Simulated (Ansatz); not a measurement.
A further run on cyclo-(SiH2)3 (Si3H6).

```yaml
crystal:
  periodic: [false, false, false]
  atoms:
    - {symbol: Si, position_ang: [-1.133533, 0.092626, 0.729767]}
    - {symbol: H, position_ang: [-2.110598, -1.026220, 0.879396]}
    - {symbol: H, position_ang: [-1.540285, 1.322472, 1.471906]}
    - {symbol: Si, position_ang: [-0.010065, 0.334457, -1.309221]}
    - {symbol: H, position_ang: [0.269632, 1.713089, -1.809230]}
    - {symbol: H, position_ang: [-0.303047, -0.633621, -2.407325]}
    - {symbol: Si, position_ang: [1.143804, -0.426295, 0.579660]}
    - {symbol: H, position_ang: [2.131833, 0.484697, 1.229784]}
    - {symbol: H, position_ang: [1.552250, -1.861205, 0.635272]}
basis:
  gaussian: {orbitals: def2-SVPD}
magnetization: {spin_polarized: true, initial_magnetization: 2}
hamiltonian: {xc: {name: PBE0}}
```

```sh
$ ansatz run in.yaml --threads 4 --pin off --events-out ev --progress --plain --max-ram 3916MiB
```

It prints (some lines left out):

```
Functional definition: PBE0
1119 factors; their error is unknown
mean field evaluation 1: about -23707.2384 eV, gradient 7.8e0 eV
mean field evaluation 2: about -23707.5889 eV, gradient 4.8e0 eV
mean field evaluation 4: about -23707.7886 eV, gradient 4.3e-1 eV
mean field evaluation 8: about -23707.9899 eV, gradient 1.0e-1 eV
mean field evaluation 16: about -23707.9941 eV, gradient 3.0e-1 eV
mean field evaluation 32: about -23707.9917 eV, gradient 1.2e-1 eV
mean field evaluation 64: about -23707.3202 eV, gradient 8.0e0 eV
mean field -23707.99523663 eV, -871.2527550898 hartree, gradient 1.8e-6 eV, S^2 2.006601; 12 other end points of the search recorded, 0 dependent functions left out
reference -23707.99527335 eV, -871.2527564393 hartree; 25, 23 occupied and 95, 97 virtual orbitals, 1119 factors
Total energy: -23707.99527335 eV, -871.2527564393 hartree
```

It took 37 s on 4 threads of Intel Xeon on a shared host.
